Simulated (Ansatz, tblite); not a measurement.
Removing an electron: Al(H2O)H3 (AlOH5). Charge 0, multiplicity 1. Geometry: PBE-D4/def2-TZVP. Ansatz, gas phase; energy differences of separate SCF runs; the oxidised species was run as a doublet alone.

```xyz
7

Al    0.777   -0.447    0.041
O    -1.075    0.437    0.253
H    -1.617    0.192   -0.519
H    -1.000    1.409    0.247
H     1.043   -1.055    1.496
H     1.566    0.896   -0.375
H     0.306   -1.432   -1.143
```

The xTB rows come from tblite. Correlated methods freeze 6 core orbitals. HOMO above LUMO, or a gap near zero within one spin, warns that the state may not be the lowest or that an electron is smeared out.

```
              level  −HOMO (eV)  vertical IE (eV)  −LUMO (eV)  HOMO–LUMO gap (eV)                                     remarks
           GFN1-xTB       11.28             14.67        5.68                5.60                                           –
           GFN2-xTB       10.34             13.69        4.22                6.12                                           –
      HF/def2-TZVPP           –              9.65           –                   –                                           –
r2SCAN-D4/def2-TZVP        6.65              9.89        1.01                5.64  gap within one spin near zero (+1 doublet)
  PBE0-D4/def2-TZVP        7.61             10.05        0.77                6.84                                           –
     MP2/def2-TZVPP           –             10.37           –                   –                                           –
    CCSD/def2-TZVPP           –             10.39           –                   –                                           –
 CCSD(T)/def2-TZVPP           –             10.37           –                   –                                           –
```

Run but left out: PBE-D4/def2-TZVP (charge +1 doublet: an occupied level 0.14 eV above an empty one).  Raw xTB energy differences between charge states are shifted by several eV; the methods need an empirical correction for them.
